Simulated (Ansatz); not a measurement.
System: CHO2, net charge -1, singlet state. It need not be the lowest isomer of its formula. Whether it binds its extra electron was not tested at this geometry. SMILES: C([O-])=O
Structure (B3LYP-D3(BJ)/def2-TZVP (Ansatz, a first-principles code) minimum search):
```
C
O 1 1.2488
O 1 1.2488 2 130.63
H 1 1.1416 2 114.69 3 -180.00
```
Charge -1, spin multiplicity 1.

Parts of the frozen-core correlation energy in STO-3G (Ansatz, hartree). Frozen orbitals: 3; correlated occupied orbitals by spin: 9 and 9; virtual: 4 and 4. Spin-orbit coupling is left out. No relativistic terms. The restricted reference is unstable.

| term | value |
|---|---|
| reference (HF) | -185.45517 |
| MP2 opposite-spin | -0.11473 |
| MP2 same-spin | -0.03339 |
| CCSD correlation | -0.16224 |
| (T) | -0.01140 |
| FCI minus CCSD(T) | -0.00100 |
| T1 diagnostic | 0.019 |
| largest doubles amplitude | 0.165 |
